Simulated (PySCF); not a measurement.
# Basis set benchmark on one molecule

Molecule: `P`, H3P.

Cartesian coordinates in Å; atom numbers follow the order of the lines, from 1:
```xyz
4

P     0.028   -0.030    0.567
H    -0.481    1.067   -0.194
H     1.217   -0.121   -0.221
H    -0.661   -0.997   -0.228
```

Geometry PBE0-D3(BJ)/def2-SVP throughout; GIAO in PySCF 2.14, gas phase, one conformer, non-relativistic; equivalent atoms averaged; functional PBE0.

Reference values (CCSD(T)/cc-pVQZ; gas (isolated, no vibration); M. Maurer, PhD thesis, LMU Munich (Maurer, Ochsenfeld, JCTC 2015 SI; set of Flaig et al., JCTC 2014, 10, 572)): σ(P1) = 632.2 ppm.

Problem. How do the basis sets STO-3G, 6-31G, pcSseg-0, 6-31G*, def2-SVP, cc-pVDZ, pcSseg-1, 6-311+G(2d,p), aug-cc-pVDZ, def2-TZVP, IGLO-III, cc-pVTZ, pcSseg-2, pcSseg-3 perform against the reference? Times are CPU seconds on shared hosts with different chips, so compare them loosely.

Solution. 
| basis set | functions | P1 | abs. error P | core-s |
| --- | --- | --- | --- | --- |
| STO-3G | 12 | 704.6 | 72.4 | 0.34 |
| 6-31G | 19 | 628.0 | 4.2 | 0.59 |
| pcSseg-0 | 19 | 626.0 | 6.2 | 1.2 |
| 6-31G* | 24 | 597.9 | 34.3 | 0.65 |
| def2-SVP | 33 | 628.8 | 3.4 | 0.62 |
| cc-pVDZ | 33 | 628.0 | 4.2 | 1.6 |
| pcSseg-1 | 39 | 583.1 | 49.1 | 1.1 |
| 6-311+G(2d,p) | 53 | 579.5 | 52.7 | 1 |
| aug-cc-pVDZ | 54 | 636.2 | 4.0 | 2.4 |
| def2-TZVP | 55 | 567.4 | 64.8 | 1.1 |
| IGLO-III | 74 | 587.6 | 44.6 | 2.9 |
| cc-pVTZ | 76 | 593.8 | 38.4 | 3.3 |
| pcSseg-2 | 85 | 576.5 | 55.7 | 0.96 |
| pcSseg-3 | 175 | 576.4 | 55.8 | 9.3 |

For $^{31}$P the closest is def2-SVP (3.4 ppm) and the furthest STO-3G (72.4 ppm). Where a smaller basis beats a larger one, errors probably cancel; the largest sets show where the functional converges. One molecule is a small sample, and the reference may use another geometry.

A small basis that lands close on one nucleus may do so by chance; judge by the trend and by all nuclei.
